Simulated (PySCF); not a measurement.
Bonds (- single, = double, # triple, : aromatic): C1#Si2 1.642 Å. C1 carries H3; Si2 carries H4.

PySCF calculation with PBE0-D3(BJ)/def2-SVP geometry and σ from GIAO-KT2/pcSseg-2; a single conformation, relativity neglected, gas phase.

Shifts are taken against calculated references (same method and geometry level): TMS for $^{13}$C (σref 182.28), $^{1}$H (σref 31.18), $^{29}$Si (σref 350.99).

```json
{"atoms": "Si2", "nucleus": "$^{29}$Si", "count": "1", "δ (ppm)": "?"}
{"atoms": "C1", "nucleus": "$^{13}$C", "count": "1", "δ (ppm)": "?"}
{"atoms": "H3", "nucleus": "$^{1}$H", "count": "1", "δ (ppm)": "6.07"}
{"atoms": "H4", "nucleus": "$^{1}$H", "count": "1", "δ (ppm)": "3.70"}
```

Fill in the missing shifts.

Answers


- C1: 211.5 ppm, carbon bonded to Si, H
- Si2: -154.1 ppm, silicon bonded to C, H

Shifts are as computed. Against solution values, carbons near 30 ppm lie about +3 ppm off and those near 130 ppm about -1 ppm. Of 1211 compounds with measured shifts, 218 miss one by over three times the rms of a fit or turn the order of signals round; such compounds aren't used in these exercises.
